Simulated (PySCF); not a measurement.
Structure elucidation problem

An unknown has the formula C$_{3}$H$_{5}$N$_{3}$. Its calculated NMR data are:

1H NMR (500 MHz, computed): δ 7.83 (s, 2H), 3.82 (s, 3H).

13C{1H} NMR (computed): δ 146.2 (CH, 2C), 31.0 (CH3).

PySCF 2.14 calculation with σ from GIAO-PBE0/pcSseg-1, GFN2-xTB geometry and J: B3LYP/pcJ-1 (spin–dipole term only in couplings to heteroatoms); fast rotation and ring inversion assumed for equivalent nuclei, one conformer, non-relativistic Hamiltonian, no solvent.

Shifts are taken against calculated references (same method and geometry level): TMS for 1H (31.72 ppm), 13C (186.93 ppm).

Problem. Which of these isomers gave the spectra?
A. Cn1cncn1
B. Cn1nccn1
C. Cn1cnnc1
D. Cn1ccnn1

Solution. C. 

Rings plus π bonds: 3 (1 ring in the answer). 2 carbon signals for 3 carbons: some carbons are equivalent by symmetry or fast rotation. Carbon types of the structure: 2 × CH, 1 × CH3, which accounts for all hydrogens. δC 146.2: aromatic CH between two ring heteroatoms. δC 31.0: methyl carbon bonded to N; pulled downfield by the heteroatom. δH 7.83: hydrogen on an aromatic CH between two ring heteroatoms; the ring current deshields protons in the ring plane. δH 3.82: hydrogen on a methyl carbon bonded to N; its carbon carries N, an electronegative neighbour.

The others: Cn1cncn1 would give 3 carbon signals, not 2; Cn1nccn1 has carbons computed at 138.4, 41.6; Cn1ccnn1 would give 3 carbon signals, not 2.

Shifts are as computed. Against solution values, carbons near 30 ppm lie about +3 ppm off and those near 130 ppm about +5 ppm. Of 1211 compounds with measured shifts, 218 miss one by over three times the rms of a fit or turn the order of signals round; such compounds aren't used in these exercises.
